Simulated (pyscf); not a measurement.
Optimised with ωB97X-D3(BJ)/def2-SVP in PySCF.

Task: For the elementary gas-phase step SnH₂ [singlet] + HCl → Cl–SnH: [singlet] + H₂ (singlet surface; H–Sn, Cl–H broken, Cl–Sn, H–H formed), what barrier and reaction energy does ωB97M-D3(BJ)/def2-TZVP give, measured from the separated reactants?

Result: ΔE‡ = -8.8 kJ/mol, ΔE = -119.8 kJ/mol. Zero-point energy shifts the barrier by +5.0 kJ/mol. It is a four-centre exchange, with an imaginary mode of 997i cm⁻¹. On the reactant side the descent ends in a bound adduct, 38.2 kJ/mol under the separated species and 15.4 kJ/mol under the saddle at ωB97X-D3(BJ)/def2-TZVP. At ωB97M-D3(BJ) the saddle lies under the separated reactants, which points to a path from their complex (located at ωB97X-D3(BJ) alone). At ωB97X-D3(BJ)/def2-TZVP the barrier from the zero used here is -22.8 kJ/mol. This is the saddle that the search found; another between the same sides may lie lower. Elements past Kr carry the def2 core potentials, without spin-orbit coupling.
